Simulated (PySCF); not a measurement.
C₄H₄S.
Atom-mapped SMILES: `[CH:1]#[C:2][C@@H:3]1[CH2:4][S:5]1` (hydrogens: H6 on C1; H7 on C3; H8, H9 on C4)

Geometry (PBE0-D3(BJ)/def2-SVP, Å), atoms numbered from 1 in this order:
```
atom  x, y, z in Å
C1     2.2120    0.2032   -0.2141
C2     1.0684    0.0514    0.1556
C3    -0.2787   -0.1606    0.6107
C4    -1.4026   -0.2302   -0.3634
S5    -1.4261    1.2623    0.6470
H6     3.2241    0.3466   -0.5442
H7    -0.3598   -0.8036    1.4953
H8    -1.1582   -0.0881   -1.4208
H9    -2.1945   -0.9600   -0.1657
```

Theory: PySCF 2.14.0, density-fitted response routines, TDDFT CAM-B3LYP/def2-SVPD, vertical, gas phase, core orbitals frozen in the response.

Ground-to-excited transition dipoles (e·a0, same axes as the geometry; the sign carries no meaning), for the states with f of 0.002 or more among the lowest 7:

```
state  E (eV)      μx      μy      μz
   S1   4.565   0.144  -0.001  -0.027
   S2   5.942  -0.352   0.065   0.023
   S3   6.091   0.327   0.076  -0.220
   S4   6.231  -0.490   0.222   0.137
   S5   6.285  -0.277   0.094  -0.200
   S6   6.588  -0.335   0.125   0.212
   S7   7.052   0.101   0.271  -0.033
```

(1) Work out the oscillator strengths.

(2) What angle do the transition dipoles of S5 and S7 make?

(3) How is the summed strength of these states shared among x, y and z?

Answers

(1) f = (2/3) ΔE |μ|² with ΔE in hartree (27.2114 eV).

```json
{"state": "S1", "|μ|² (au)": "0.022", "|μ| (D)": "0.37", "f": "0.002"}
{"state": "S2", "|μ|² (au)": "0.128", "|μ| (D)": "0.91", "f": "0.019"}
{"state": "S3", "|μ|² (au)": "0.161", "|μ| (D)": "1.02", "f": "0.024"}
{"state": "S4", "|μ|² (au)": "0.308", "|μ| (D)": "1.41", "f": "0.047"}
{"state": "S5", "|μ|² (au)": "0.125", "|μ| (D)": "0.90", "f": "0.019"}
{"state": "S6", "|μ|² (au)": "0.173", "|μ| (D)": "1.06", "f": "0.028"}
{"state": "S7", "|μ|² (au)": "0.084", "|μ| (D)": "0.74", "f": "0.015"}
```

(2) |cos θ| = |μa·μb| / (|μa| |μb|) = 0.04, so θ ≈ 88° (taken between 0 and 90°, since the signs are arbitrary).

(3) (2/3) Σ ΔE μα² gives 0.105 for x, 0.025 for y and 0.024 for z, 0.154 in all.

The vertical ionisation energy (ΔSCF) is 9.10 eV, 2.05 eV above S7.

Hardware: Arm Neoverse V2, one thread, no GPU, shared host. Cost: 46 s wall.
